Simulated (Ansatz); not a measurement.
Worked example: HBO⁺, doublet against HBO, singlet

Geometry (PBE0/def2-TZVP stationary point of a singlet), kept for both states (HBO, singlet: Σ⁺; HBO⁺, doublet: Π):

```yaml
atoms:
  - { symbol: B, position_ang: [0.0000, 0.0000, 0.0084] }
  - { symbol: O, position_ang: [0.0000, 0.0000, -1.1895] }
  - { symbol: H, position_ang: [0.0000, 0.0000, 1.1811] }
```

Basis cc-pVDZ; Ansatz 0.2.0. Only valence electrons are correlated (noble-gas cores frozen). R marks a restricted (for open shells ROHF) determinant, U an unrestricted one.

Full CI isn't at hand for all of this; UCCSDTQ serves as the reference, and is uncertain by about the last step of the cluster series.

```tsv
level	E(HBO, singlet) (hartree)	E(HBO⁺, doublet) (hartree)
UHF	-100.174105	-99.749671
UMP2	-100.441664	-99.939447
UCCSD(T)	-100.458303	-99.966449
PBE	-100.592192	-100.086918
B3LYP	-100.720174	-100.220734
UCCSDTQ	-100.459672	-99.967372
```

Q: Give the vertical gap, HBO⁺ doublet less HBO singlet, at each level in eV (1 hartree = 27.2114 eV), and each error against UCCSDTQ.

A: UCCSDTQ: (-99.967372 − (-100.459672)) × 27.2114 = 13.396 eV (the reference)
B3LYP: (-100.220734 − (-100.720174)) × 27.2114 = 13.590 eV, error 0.194 eV
PBE: (-100.086918 − (-100.592192)) × 27.2114 = 13.749 eV, error 0.353 eV
UCCSD(T): (-99.966449 − (-100.458303)) × 27.2114 = 13.384 eV, error -0.012 eV
UMP2: (-99.939447 − (-100.441664)) × 27.2114 = 13.666 eV, error 0.270 eV
UHF: (-99.749671 − (-100.174105)) × 27.2114 = 11.549 eV, error -1.847 eV

Total energies of functionals can't be set beside those of wave-function methods, since they hold the core's correlation and their own absolute errors; only the differences compare.

In so small a basis the reference is far from its limit while semilocal and hybrid functionals are nearer theirs, so the functionals' errors here hold much of the reference's basis and frozen-core error, which can add to them or hide them.

Each level lands on the state that its own search finds. T1 diagnostics of restricted CCSD: 0.022 and 0.018.
